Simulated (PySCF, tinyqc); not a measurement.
Inside a calculation. Method: FCI on RHF in the sto-3g basis, for OH-, spin multiplicity 1. The basis has no diffuse functions, so it cannot describe the extra electron: this is an exercise in the method, not the real anion. The lowest restricted solution is unstable here: a spin-polarised one lies 0.0041 hartree lower (PySCF). One step of it, computed by the program tinyqc.

Task: Iteration 1: building the Fock matrix. J_ij = sum D_kl (ij|kl), K_ij = sum D_kl (ik|jl); F = H + J - 0.5 K; E = tr D H + tr D J / 2 - 0.25 tr D K + E_nn.

D at the start:
```
            1O 1s      1O 2s    1O 2px    1O 2py     1O 2pz      2H 1s
1O 1s    2.119985  -0.508373  0.000000  0.000000  -0.007279   0.028521
1O 2s   -0.508373   2.153588  0.000000  0.000000   0.038546  -0.117672
1O 2px   0.000000   0.000000  2.000000  0.000000   0.000000   0.000000
1O 2py   0.000000   0.000000  0.000000  2.000000   0.000000   0.000000
1O 2pz  -0.007279   0.038546  0.000000  0.000000   2.041332  -0.151962
2H 1s    0.028521  -0.117672  0.000000  0.000000  -0.151962   0.017435
```

core Hamiltonian H = T + V (hartree):
```
             1O 1s      1O 2s     1O 2px     1O 2py     1O 2pz      2H 1s
1O 1s   -31.948910  -7.430068   0.000000   0.000000  -0.005654  -0.403490
1O 2s    -7.430068  -8.577410   0.000000   0.000000  -0.071295  -1.096055
1O 2px    0.000000   0.000000  -6.773345   0.000000   0.000000   0.000000
1O 2py    0.000000   0.000000   0.000000  -6.773345   0.000000   0.000000
1O 2pz   -0.005654  -0.071295   0.000000   0.000000  -6.806249  -0.914252
2H 1s    -0.403490  -1.096055   0.000000   0.000000  -0.914252  -3.128403
```

Two-electron integrals (ij|kl) in chemists' order, unique and non-zero (hartree):
```
(11|11) 4.785065   (21|11) 0.741380   (21|21) 0.136873   (22|11) 1.118947
(22|21) 0.256633   (22|22) 0.817206   (31|31) 0.024477   (32|31) 0.037809
(32|32) 0.180518   (33|11) 1.115814   (33|21) 0.256684   (33|22) 0.817023
(33|33) 0.880159   (41|41) 0.024477   (42|41) 0.037809   (42|42) 0.180518
(43|43) 0.047444   (44|11) 1.115814   (44|21) 0.256684   (44|22) 0.817023
(44|33) 0.785270   (44|44) 0.880159   (51|51) 0.024477   (52|51) 0.037809
(52|52) 0.180518   (53|53) 0.047444   (54|54) 0.047444   (55|11) 1.115814
(55|21) 0.256684   (55|22) 0.817023   (55|33) 0.785270   (55|44) 0.785270
(55|55) 0.880159   (61|11) 0.040345   (61|21) 0.007392   (61|22) 0.013798
(61|33) 0.013777   (61|44) 0.013777   (61|51) 0.000309   (61|52) 0.000588
(61|55) 0.013841   (61|61) 0.000404   (62|11) 0.122897   (62|21) 0.028650
(62|22) 0.104506   (62|33) 0.102689   (62|44) 0.102689   (62|51) 0.002086
(62|52) 0.017784   (62|55) 0.108033   (62|61) 0.001577   (62|62) 0.018493
(63|31) 0.002672   (63|32) 0.016721   (63|53) 0.003478   (63|63) 0.002345
(64|41) 0.002672   (64|42) 0.016721   (64|54) 0.003478   (64|64) 0.002345
(65|11) 0.101083   (65|21) 0.023832   (65|22) 0.093002   (65|33) 0.089212
(65|44) 0.089212   (65|51) 0.004079   (65|52) 0.030697   (65|55) 0.100478
(65|61) 0.001351   (65|62) 0.020079   (65|65) 0.023924   (66|11) 0.332687
(66|21) 0.078723   (66|22) 0.330666   (66|33) 0.321223   (66|44) 0.321223
(66|51) 0.005513   (66|52) 0.067345   (66|55) 0.349354   (66|61) 0.004334
(66|62) 0.083097   (66|65) 0.104267   (66|66) 0.774606
```

nuclear repulsion = 2.66924192 hartree

Give: Coulomb J; exchange K; Fock matrix F; total energy of this density.

Result:

Coulomb J (hartree):
```
         1O 1s  1O 2s  1O 2px  1O 2py  1O 2pz  2H 1s
1O 1s   18.490  3.524   0.000   0.000   0.001  0.190
1O 2s    3.524  8.761   0.000   0.000   0.001  1.080
1O 2px   0.000  0.000   8.753   0.000   0.000  0.000
1O 2py   0.000  0.000   0.000   8.753   0.000  0.000
1O 2pz   0.001  0.001   0.000   0.000   8.753  0.945
2H 1s    0.190  1.080   0.000   0.000   0.945  3.303
```

exchange K (hartree):
```
        1O 1s  1O 2s  1O 2px  1O 2py  1O 2pz  2H 1s
1O 1s   9.834  1.713   0.000   0.000   0.000  0.099
1O 2s   1.713  2.852   0.000   0.000   0.003  0.302
1O 2px  0.000  0.000   2.349   0.000   0.000  0.000
1O 2py  0.000  0.000   0.000   2.349   0.000  0.000
1O 2pz  0.000  0.003   0.000   0.000   2.352  0.197
2H 1s   0.099  0.302   0.000   0.000   0.197  0.061
```

Fock matrix F (hartree):
```
          1O 1s   1O 2s  1O 2px  1O 2py  1O 2pz   2H 1s
1O 1s   -18.376  -4.763   0.000   0.000  -0.005  -0.263
1O 2s    -4.763  -1.243   0.000   0.000  -0.072  -0.167
1O 2px    0.000   0.000   0.805   0.000   0.000   0.000
1O 2py    0.000   0.000   0.000   0.805   0.000   0.000
1O 2pz   -0.005  -0.072   0.000   0.000   0.771  -0.068
2H 1s    -0.263  -0.167   0.000   0.000  -0.068   0.144
```

total energy of this density = -72.90001 hartree
